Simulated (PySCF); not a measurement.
**MgB: energy against distance**

Set-up: basis Mg x2c-TZVPPall, B x2c-TZVPPall; spin-free X2C with a Gaussian nucleus; PySCF 2.14. Energies in eV from Mg + B in their ground configurations at the same level. State: ²Π (doublet), unpaired electrons π ↑.

All columns are LDA. A positive dipole means Mg(−)B(+).

| R (Å) | E (eV) | μ (D) | Mulliken charge on Mg (basis-dependent) | HOMO (eV) | LUMO (eV) | Mayer bond order | ⟨S²⟩ |
| --- | --- | --- | --- | --- | --- | --- | --- |
| 2.054 | -0.772 | -2.34 | 0.02 | -4.16 | -4.06 | 1.50 | 0.84 |
| 2.149 | -0.942 | -2.41 | 0.03 | -4.05 | -3.95 | 1.42 | 0.83 |
| 2.245 | -1.029 | -2.46 | 0.05 | -3.96 | -3.85 | 1.34 | 0.82 |
| 2.316 | -1.055 | -2.49 | 0.08 | -3.91 | -3.79 | 1.28 | 0.81 |
| 2.388 | -1.056 | -2.51 | 0.10 | -3.85 | -3.74 | 1.22 | 0.80 |
| 2.460 | -1.038 | -2.53 | 0.12 | -3.81 | -3.69 | 1.16 | 0.80 |
| 2.555 | -0.995 | -2.53 | 0.14 | -3.76 | -3.63 | 1.08 | 0.79 |
| 2.675 | -0.919 | -2.53 | 0.16 | -3.71 | -3.58 | 0.99 | 0.79 |
| 2.818 | -0.815 | -2.50 | 0.17 | -3.67 | -3.53 | 0.87 | 0.78 |
| 3.009 | -0.674 | -2.43 | 0.17 | -3.64 | -3.49 | 0.73 | 0.77 |

A fit through these points gives, at Re = 2.354 Å, μ = -2.50 D and dμ/dR = -0.299 D/Å; the reduced mass is 7.546 u.

Task: How strong is the fundamental in the double-harmonic approximation, I = 42.26·(dμ/dR)²/μred km/mol?

Result: I = 42.26·(-0.299)²/7.546 = 0.501 km/mol at LDA.

The state is the lowest determinant that a PBE0 search found; another state may lie lower at other levels.
